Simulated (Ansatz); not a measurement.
# [NO2]− (nitrite) at 6 levels

We compute a comparison of 6 runs (BHLYP/STO-3G, UPBE/STO-3G, wB97X/STO-3G, MP2/STO-3G, UMP2/STO-3G, CCSD(T)/STO-3G) of [NO2]− (nitrite). 

The calculation is run with Ansatz 0.2.0.

13 further runs of the same task are left out: 11 that didn't finish, 2 set aside as unsound or not needed.

## (1) Starting point

[NO2]− has 3 atoms, charge -1, and is taken as a singlet. As SMILES, `O=N[O-]`. The O3–N2 distance was set to 2.491 Å, away from the relaxed value. At this shape a bond of the SMILES string is far longer than usual.

Bond lengths: O1–N2 1.245 Å.

## (2) A single-point energy at BHLYP/STO-3G (run 1)

The input, in.yaml:

```yaml
crystal:
  periodic: [false, false, false]
  atoms:
    - {symbol: O, position_ang: [1.297151, 1.494495, 0.879202]}
    - {symbol: "N", position_ang: [1.300061, 0.256445, 0.743572]}
    - {symbol: O, position_ang: [-0.648590, -0.747260, -0.439610]}
basis:
  gaussian: {orbitals: STO-3G}
total_charge: -1
magnetization: {spin_polarized: false}
hamiltonian: {xc: {name: BHLYP}}
accuracy: high
```

On the command line:

```
ansatz run in.yaml --threads 1 --pin off --max-ram 3480MiB --events-out events.jsonl --progress --plain --runs-dir runs
```

Standard output:

```text
Warning: RAYON_NUM_THREADS=1 ignored (pool sized by the plan → 1); use --threads N
Functional definition: BHLYP
  name "BHLYP"
  parameter a = 0.5
  exchange = (1 - a)*b88_x + a*exact_x
  correlation = lyp_c
239 factors; integrals over basis functions are off by at most 2.9e-8 eV
mean field evaluation 1: about -5462.9932 eV, gradient 3.0e1 eV
mean field evaluation 2: about -5202.2701 eV, gradient 2.9e1 eV
mean field evaluation 4: about -5467.3802 eV, gradient 3.5e1 eV
mean field evaluation 8: about -5467.3502 eV, gradient 3.5e1 eV
mean field evaluation 16: about -5492.2560 eV, gradient 2.4e-4 eV
mean field evaluation 32: about -5490.9770 eV, gradient 7.5e0 eV
mean field -5492.25596459 eV, -201.8366839140 hartree, gradient 8.4e-9 eV, S^2 0.000000; 4 other end points of the search recorded, 0 dependent functions left out
reference -5492.25597704 eV, -201.8366843713 hartree; 12, 12 occupied and 3, 3 virtual orbitals, 239 factors
Total energy: -5492.25597704 eV, -201.8366843713 hartree
```

Wall time 1 s (1 thread of Arm Neoverse V1, shared host).

## (3) A single-point energy at UPBE/STO-3G (run 2)

The input, job.yaml:

```yaml
crystal:
  periodic: [false, false, false]
  atoms:
    - {symbol: O, position_ang: [1.297151, 1.494495, 0.879202]}
    - {symbol: "N", position_ang: [1.300061, 0.256445, 0.743572]}
    - {symbol: O, position_ang: [-0.648590, -0.747260, -0.439610]}
basis:
  gaussian:
    orbitals: STO-3G
magnetization:
  spin_polarized: true
  initial_magnetization: 0
hamiltonian:
  xc: {name: PBE}
accuracy: high
total_charge: -1
```

On the command line:

```
ansatz run job.yaml --threads 1 --pin off --max-ram 3480MiB --events-out events.jsonl --progress --plain --runs-dir runs
```

Standard output, cut to the lines that bear on the results:

```text
Warning: RAYON_NUM_THREADS=1 ignored (pool sized by the plan → 1); use --threads N
Functional definition: PBE
  name "PBE"
[...]
239 factors; integrals over basis functions are off by at most 2.9e-8 eV
[...]
mean field -5492.33724262 eV, -201.8396708264 hartree, gradient 1.3e-8 eV, S^2 1.414613; 11 other end points of the search recorded, 0 dependent functions left out
reference -5492.33724353 eV, -201.8396708599 hartree; 12, 12 occupied and 3, 3 virtual orbitals, 239 factors
Total energy: -5492.33724353 eV, -201.8396708599 hartree
```

It took 8.4 s on 1 thread of Arm Neoverse V1, shared host; peak memory 0.1 GiB.

Runs 3 to 4 aren't shown in full; the table further down has their settings and results.

## (4) The energy at UMP2/STO-3G (run 5)

The input, input.yaml:

```yaml
crystal:
  periodic: [false, false, false]
  atoms:
    - {symbol: O, position_ang: [1.297151, 1.494495, 0.879202]}
    - {symbol: N, position_ang: [1.300061, 0.256445, 0.743572]}
    - {symbol: O, position_ang: [-0.648590, -0.747260, -0.439610]}
basis:
  gaussian: {orbitals: STO-3G}
total_charge: -1
magnetization: {spin_polarized: true}
correlation: {method: mp2, frozen_orbitals: {"N": 1, O: 1}}
accuracy: high
```

On the command line:

```
ansatz run input.yaml --threads 1 --pin off --max-ram 3480MiB --events-out events.jsonl --progress --plain --runs-dir runs
```

Standard output, cut to the lines that bear on the results:

```text
Warning: RAYON_NUM_THREADS=1 ignored (pool sized by the plan → 1); use --threads N
Functional definition: HF
  name "HF"
[...]
239 factors; integrals over basis functions are off by at most 2.9e-8 eV
[...]
mean field -5473.49030725 eV, -201.1470587264 hartree, gradient 3.4e-9 eV, S^2 1.964767; 17 other end points of the search recorded, 0 dependent functions left out
3 core orbitals not correlated: weight in the atoms' cores, before any rotation towards them, 1.000 or more for the frozen orbitals, at most 0.000 for the correlated occupied ones
reference -5473.49030725 eV, -201.1470587264 hartree; 9, 9 occupied and 3, 3 virtual orbitals, 239 factors
second order -1.77258182 eV of doubles, -0.00000000 eV of singles
Total energy: -5475.26288907 eV, -201.2121999068 hartree
```

Wall time 0.73 s (1 thread of Arm Neoverse V1, shared host).

## (5) The energy at CCSD(T)/STO-3G (run 6)

The input, run.yaml:

```yaml
basis:
  gaussian:
    orbitals: STO-3G
crystal:
  periodic: [false, false, false]
  atoms:
    - {symbol: O, position_ang: [1.297151, 1.494495, 0.879202]}
    - {symbol: "N", position_ang: [1.300061, 0.256445, 0.743572]}
    - {symbol: O, position_ang: [-0.648590, -0.747260, -0.439610]}
total_charge: -1
correlation:
  method: ccsd_t
  frozen_orbitals: {"N": 1, O: 1}
accuracy: high
scf:
  omitted_lower_state_checks: [cluster_reference, increment]
```

On the command line:

```
ansatz run run.yaml --threads 1 --pin off --max-ram 3480MiB --events-out events.jsonl --progress --plain --runs-dir runs
```

Standard output:

```text
Warning: RAYON_NUM_THREADS=1 ignored (pool sized by the plan → 1); use --threads N
[... 17 lines left out ...]
3 core orbitals not correlated: weight in the atoms' cores, before any rotation towards them, 1.000 or more for the frozen orbitals, at most 0.000 for the correlated occupied ones
[... 141 lines left out ...]
Total energy: -5473.25936458 eV, -201.1385717399 hartree
Checks for a lower state left out: cluster_reference, increment
```

Wall time 0.59 s (1 thread of Arm Neoverse V1, shared host).

## (6) Overview of the runs

| run | level | frozen core orbitals | energy (Eh) | wall time |
| --- | --- | --- | --- | --- |
| 1 | BHLYP/STO-3G | – | -201.836684 | 1 s |
| 2 | UPBE/STO-3G | – | -201.839671 | 8.4 s |
| 3 | wB97X/STO-3G | – | -201.897542 | 3.3 s |
| 4 | MP2/STO-3G | 3 | -201.086756 | 0.4 s |
| 5 | UMP2/STO-3G | 3 | -201.212200 | 0.73 s |
| 6 | CCSD(T)/STO-3G | 3 | -201.138572 | 0.59 s |

## (7) Results

| quantity | value |
| --- | --- |
| run 6: total energy | -201.13857 Eh |
| run 6: correlation energy (3 core orbitals frozen) | -179.1 mEh |
| run 6: (T) correction | -13.80 mEh |
| run 6: T1 diagnostic | 0.074 |

In words: Totals of different functionals can't be ranked against each other. In run 6 the T1 diagnostic is large, so a single reference may not serve. In runs 4, 6 the log says that unrestricted orbitals would lower the reference, so the values rest on an unstable closed-shell determinant (other closed-shell runs at this shape may share the fault). In runs 1, 2, 3, 4, 5, 6 the basis is minimal, so the values are rough. Spin contamination of the reference: run 5 ⟨S²⟩ = 1.96, run 2 ⟨S²⟩ = 1.41. Where it is this large, the reference is a mixture of spin states, and values that rest on it are in doubt. All runs together took 14 s, the longest 8.4 s.
